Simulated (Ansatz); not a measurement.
**BH₅SSi: up Jacob's ladder to CCSD(T)**

An exercise on one series of results from a longer session: the logs are not shown, and one member is left open.

Method: functionals in def2-TZVPP, the program's frozen cores in correlated methods; program: Ansatz 0.2.0, Gaussian basis.

Levels to be run: LDA (SPW92), PBE-D4, revPBE-D4, BLYP-D4, r2SCAN-D4, B97M-V, PBE0-D4, B3LYP-D4, r2SCANh-D4, r2SCAN0-D4, HSE06-D4, BHLYP-D4, CAM-B3LYP-D4, LC-ωPBE, ωB97X-V, ωB97M-V, B2PLYP, PBE-QIDH; CCSD(T)/def2-SVP; CCSD(T)/def2-TZVPP; MP2/def2-QZVPP; extrapolation to the limit; RPA on PBE.

## Structure used throughout

An earlier PBE0-D4 in a triple-zeta def2 set relaxation fixed the geometry.

SMILES `BS[SiH3]`, 8 atoms, charge 0, spin multiplicity 1.

Atoms are counted from 1 here; the program's logs count them from 0.

Bond lengths: B1–S2 1.775 Å, B1–H4 1.195 Å, B1–H5 1.192 Å, S2–Si3 2.156 Å, Si3–H6 1.482 Å, Si3–H7 1.482 Å, Si3–H8 1.483 Å. Angles: S2–B1–H4 121.4°, S2–B1–H5 116.9°, H4–B1–H5 121.7°, B1–S2–Si3 99.5°, S2–Si3–H6 109.9°, S2–Si3–H7 109.9°, S2–Si3–H8 107.0°, H6–Si3–H7 110.0°, H6–Si3–H8 110.0°, H7–Si3–H8 110.0°.

Set-up of the first run:

in.yaml reads:

```yaml
crystal:
  periodic: [false, false, false]
  atoms:
    - {symbol: B, position_ang: [-1.172615, 1.088331, -0.564450]}
    - {symbol: S, position_ang: [-1.243134, -0.439550, 0.335900]}
    - {symbol: Si, position_ang: [0.862860, -0.886042, 0.447332]}
    - {symbol: H, position_ang: [-0.130785, 1.557125, -0.913422]}
    - {symbol: H, position_ang: [-2.211502, 1.621919, -0.803137]}
    - {symbol: H, position_ang: [1.570266, 0.196698, 1.171734]}
    - {symbol: H, position_ang: [1.420685, -1.031522, -0.918390]}
    - {symbol: H, position_ang: [0.996322, -2.163958, 1.188635]}
basis:
  gaussian: {orbitals: def2-TZVPP}
hamiltonian: {xc: lda}
output: {orbitals: {seedname: orbitals}}
```

Run with:

```bash
> ansatz run in.yaml --threads 2 --pin off --events-out ev --progress --plain --max-ram 4352MiB
```

Among the steps run: LDA; PBE-D4 (GGA); revPBE-D4 (GGA); BLYP-D4 (GGA); r2SCAN-D4 (meta-GGA); B97M-V (meta-GGA); PBE0-D4 (hybrid); B3LYP-D4 (hybrid); r2SCANh-D4 (hybrid); r2SCAN0-D4 (hybrid); HSE06-D4 (hybrid); BHLYP-D4 (hybrid); CAM-B3LYP-D4 (range-separated); LC-ωPBE (range-separated); ωB97X-V (range-separated); ωB97M-V (range-separated); B2PLYP (double hybrid); PBE-QIDH (double hybrid).

One table of the session follows, with a row left open; its other results are not shown here.

It belongs to the step «Orbital energies across the functionals». 

| functional | HOMO (eV) | LUMO (eV) | gap (eV) |
| --- | --- | --- | --- |
| LDA (SPW92) | -7.27 | -2.77 | 4.51 |
| PBE-D4 | -7.16 | -2.53 | 4.63 |
| revPBE-D4 | -7.11 | -2.43 | 4.69 |
| BLYP-D4 | -6.97 | -2.34 | 4.63 |
| r2SCAN-D4 | ? | ? | ? |
| B97M-V | -7.51 | -2.31 | 5.21 |
| PBE0-D4 | -8.27 | -1.58 | 6.69 |
| B3LYP-D4 | -8.02 | -1.76 | 6.26 |
| r2SCANh-D4 | -7.81 | -1.89 | 5.93 |
| r2SCAN0-D4 | -8.43 | -1.40 | 7.03 |
| HSE06-D4 | -7.87 | -1.96 | 5.91 |
| BHLYP-D4 | -9.21 | -0.54 | 8.67 |
| CAM-B3LYP-D4 | -9.52 | -0.47 | 9.05 |
| LC-ωPBE | -10.90 | 0.65 | 11.55 |
| ωB97X-V | -10.55 | 0.58 | 11.12 |
| ωB97M-V | -10.41 | 0.36 | 10.76 |

**Question.** Estimate the row for r2SCAN-D4.

Worked estimate for «HOMO (eV)». Against the share of exact exchange, r2SCANh-D4 (0.1, -7.81), r2SCAN0-D4 (0.25, -8.43) give a slope of -4.13 per unit share; at 0 the line stands at -7.40.

The run gave: HOMO (eV): -7.40; LUMO (eV): -2.22; gap (eV): 5.19. In «HOMO (eV)» the line misses by 0.00.
